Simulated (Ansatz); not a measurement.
Base system: Ca in the fcc (Cu type) structure (space group Fm-3m, No. 225; a = 5.568 Å).

Calculations: r2SCAN, PAW, 500 eV (Ansatz, a program for electronic structure; scalar-relativistic without spin-orbit coupling).

```tsv
level	lattice parameter a
r2SCAN	5.568 Å
```

**Question.** From these computed values, estimate the measured ones, and say how each level misses.

**Answer.** Measured: lattice parameter a 5.553 Å (static lattice; corrected from measurement; as listed in Gábor I. Csonka et al., Physical Review B (2009)). Computed minus measured — lattice parameter a: r2SCAN +0.3 %.

Stability against distortions was not tested.
